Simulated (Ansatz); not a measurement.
1T (CdI2-type) SnSe2 was calculated with LDA (plane waves, PAW; Ansatz, a first-principles code).

Run with plane-wave cutoff 520 eV, 12×12×6 k mesh (along the axes of the cell as run), perturbation theory, force constants from a 6×6×2 q mesh, scalar-relativistic PAW data made under PBE.

Computed at the level's own relaxed cell. Harmonic vibrational thermodynamics at fixed volume:

```tsv
T (K)	S_vib (J/K per mol of atoms)	C_V (J/K per mol of atoms)	F_vib (eV/atom)
0	0.00	0.00	0.0246
200	?	?	?
300	?	?	?
500	?	?	?
600	?	?	?
800	?	?	?
900	?	?	?
```

Problem. Complete the blanks.

Solution. 
- 200, S_vib (J/K per mol of atoms): 30.10
- 200, C_V (J/K per mol of atoms): 22.89
- 200, F_vib (eV/atom): -0.0063
- 300, S_vib (J/K per mol of atoms): 39.63
- 300, C_V (J/K per mol of atoms): 23.99
- 300, F_vib (eV/atom): -0.0427
- 500, S_vib (J/K per mol of atoms): 52.06
- 500, C_V (J/K per mol of atoms): 24.58
- 500, F_vib (eV/atom): -0.1388
- 600, S_vib (J/K per mol of atoms): 56.55
- 600, C_V (J/K per mol of atoms): 24.69
- 600, F_vib (eV/atom): -0.1951
- 800, S_vib (J/K per mol of atoms): 63.67
- 800, C_V (J/K per mol of atoms): 24.79
- 800, F_vib (eV/atom): -0.3201
- 900, S_vib (J/K per mol of atoms): 66.59
- 900, C_V (J/K per mol of atoms): 24.82
- 900, F_vib (eV/atom): -0.3876

The crystal is taken as a harmonic solid at every temperature: melting, phase changes and thermal expansion are not seen.

Note: the run warned that the k mesh is coarse for the response to a field.
